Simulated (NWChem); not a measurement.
## What BF (SMILES [B]F) costs in NWChem

BF: 2 atoms, total charge 0, spin state singlet. As SMILES, `[B]F`. The B1–F2 distance was set to 1.453 Å, away from the relaxed value.

```xyz
2

B     0.0000    0.0000   -0.1989
F     0.0000    0.0000    1.2537
```

Program: NWChem 7.3.0. Hardware: 1 thread of AMD EPYC 9B45 (Zen 5), shared host, so times are rough. Two-electron integrals are exact unless an approximation is named.

Q: Estimate their order by wall time, quickest first.
A. energy at CCSD(T)/def2-TZVPPD, 2 core orbitals frozen
B. energy at SVWN5/def2-TZVPPD, grid xfine
C. energy at HF/STO-3G

A: C (0.54 s), B (3.3 s), A (26 s).
